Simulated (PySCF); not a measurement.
Input of a run (PBE0-D3(BJ)/def2-SVP geometry optimisation, gas phase (PySCF 2.14.0)), started from MMFF94s:
```
{"job": {"xc": "PBE0", "basis": "def2-SVP", "d3": "d3bj", "grid": 1, "kind": "geom"}, "charge": 0, "multiplicity": 1}
F      2.280698    -0.551107    -0.176676
C      1.028290    -0.089470    -0.018976
N     -0.016011    -0.980670     0.191874
C     -1.122842    -0.282308     0.313191
S     -0.858610     1.404115     0.168999
N      0.783924     1.221826    -0.064141
H     -2.095449    -0.722387     0.485320
```

Output (energies in Eh, forces in Eh/bohr):
```
step   0  E = -683.54961734  max force = 0.037650
step   1  E = -683.54693936  max force = 0.031656
step   2  E = -683.55207397  max force = 0.014067
step   3  E = -683.55424365  max force = 0.012919
step   4  E = -683.55448636  max force = 0.004918
step   5  E = -683.55454120  max force = 0.002178
step   6  E = -683.55456715  max force = 0.000469
step   7  E = -683.55456755  max force = 0.000283
optimisation converged
```

**Question.** Summarise the run.

**Answer.** The energy falls by 3.1 kcal/mol over 8 energy and gradient evaluations, the largest force component goes from 0.0377 to 2.8e-04 Eh/bohr, and the atoms move by 0.032 Å rms after alignment. The bond that changes most is F1–C2 (aryl fluorine to aromatic C–F carbon), which shortens by 0.039 Å. Bonds longer at the end by more than 0.005 Å: 2 of 7; shorter: 5. The energy rose by more than 1e-6 Eh at step 1.

**Question.** What are the final bond lengths?

**Answer.** F1–C2 1.305 Å, C2–N3 1.354 Å, N3–C4 1.301 Å, C4–S5 1.720 Å, S5–N6 1.654 Å, C2–N6 1.300 Å, C4–H7 1.093 Å. Numbering counts from 1 in the input's order; the species is `Fc1ncsn1`.

The run used 93 basis functions and 62 SCF cycles in all. On x86-64 server, one thread (shared host), this took 20 s wall.

Stationary, but not proved a minimum.
